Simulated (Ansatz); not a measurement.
# Si₂H₄S (SMILES [SiH3][SiH]=S): energies and forces away from the minimum

The task here is to estimate one member of a computed series from the others.

Computed with Ansatz 0.2.0, Gaussian basis. Level: single points with forces in def2-TZVPP.

Levels: PBE-D4, r2SCAN-D4, PBE0-D4, wB97M-V, Hartree-Fock, MP2, CCSD, CCSD(T). Each coordinate is moved by a Gaussian draw of the width named (0.7 of it for atoms other than hydrogen): 0.12, 0.09, 0.06, 0.06 Å.

Correlated methods freeze the cores.

11 further runs of the same task are left out: 11 set aside as unsound or not needed.

### Where the work starts

The minimum, relaxed at PBE0-D4: SMILES `[SiH3][SiH]=S`, 7 atoms, charge 0, spin multiplicity 1.

Atoms are counted from 1 here; the program's logs count them from 0.

Bond lengths: Si1–Si2 2.343 Å, Si1–H4 1.488 Å, Si1–H5 1.488 Å, Si1–H6 1.482 Å, Si2–S3 1.948 Å, Si2–H7 1.493 Å. Angles: Si2–Si1–H4 108.7°, Si2–Si1–H5 108.7°, Si2–Si1–H6 109.5°, H4–Si1–H5 108.6°, H4–Si1–H6 110.6°, H5–Si1–H6 110.6°, Si1–Si2–S3 124.8°, Si1–Si2–H7 112.7°, S3–Si2–H7 122.5°.

Geometry (Å):

```
Si   -0.8375    0.5269   -0.3154
Si    1.0566   -0.6831    0.3466
S     1.8253   -0.6539    2.1359
H    -1.8654   -0.4283   -0.8100
H    -0.4572    1.4353   -1.4307
H    -1.3566    1.3027    0.8355
H     1.6348   -1.4997   -0.7619
```

Energies of the minimum (eV), from earlier single points: PBE-D4 -26643.83962, r2SCAN-D4 -26654.40197, PBE0-D4 -26646.22381, B3LYP-D4 -26658.59893, wB97M-V -26654.51369, CCSD(T) -26619.26633.

Set-up of the first run:

File ccsdt-tzvpp/in.yaml:

```yaml
crystal:
  periodic: [false, false, false]
  atoms:
    - {symbol: Si, position_ang: [-0.949217, 0.523022, -0.379428]}
    - {symbol: Si, position_ang: [1.020872, -0.722145, 0.373195]}
    - {symbol: S, position_ang: [1.875566, -0.614832, 2.118114]}
    - {symbol: H, position_ang: [-1.841672, -0.476484, -0.782317]}
    - {symbol: H, position_ang: [-0.486565, 1.304810, -1.360909]}
    - {symbol: H, position_ang: [-1.402553, 1.479281, 0.666333]}
    - {symbol: H, position_ang: [1.636189, -1.561821, -0.881160]}
basis:
  gaussian: {orbitals: def2-TZVPP}
correlation: {method: ccsd_t}
output: {forces: true}
```

No record of the launch command was kept for these runs.

Steps of the session up to this table: Structure 1, width 0.12 Å; Structure 2, width 0.09 Å; Structure 3, width 0.06 Å; Structure 4, width 0.06 Å.

One of the session's tables, all rows but one given; the rest of the session is left out.

| method | RMS force component (eV/Å) | angle to CCSD(T) forces (°) | dipole (D) |
| --- | --- | --- | --- |
| PBE-D4 | 1.525 | 3.9 | 2.97 |
| r2SCAN-D4 | 1.500 | 2.9 | 3.18 |
| PBE0-D4 | ? | ? | ? |
| wB97M-V | 1.475 | 6.1 | 3.41 |
| CCSD(T) | 1.468 | reference | 3.07 |

Estimate the missing values for PBE0-D4.

As computed: RMS force component (eV/Å): 1.528; angle to CCSD(T) forces (°): 4.4; dipole (D): 3.29. In the column «RMS force component (eV/Å)» it is the highest.
